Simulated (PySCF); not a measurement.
# Silicon: a sound run and one with changed settings

Sound run: Si [Ne] 3s2 3p2, Si⁺ [Ne] 3s2 3p1. Calculation: PySCF 2.14, in cc-pV(D+d)Z (4s3p2d, 23 functions); no relativity, point nucleus. The sound run starts from symmetry-adapted Hartree-Fock orbitals and uses a fine grid where one is needed.

Changed run: 14 angular points. This setting is unsound on purpose.

```
species  method  sound run (hartree)  changed run (hartree)  converged
     Si     UHF           -288.85023             -288.85023        yes
     Si   M06-L           -289.35571             -289.35697        yes
     Si    BP86           -289.39237             -289.39256        yes
    Si⁺     UHF           -288.56942             -288.56942        yes
    Si⁺   M06-L           -289.05657             -289.05635        yes
    Si⁺    BP86           -289.08886             -289.08855        yes
```

Ionisation energy of Si:

```tsv
method	sound run (eV)	changed run (eV)
UHF	7.641	7.641
M06-L	8.140	8.180
BP86	8.259	8.272
```

A coarse angular grid integrates products of high-l functions wrongly, so density functionals can shift, and the SCF can exploit the error; Hartree-Fock and MP2 need no grid.

For comparison, NIST gives 8.152 eV between the lowest levels.
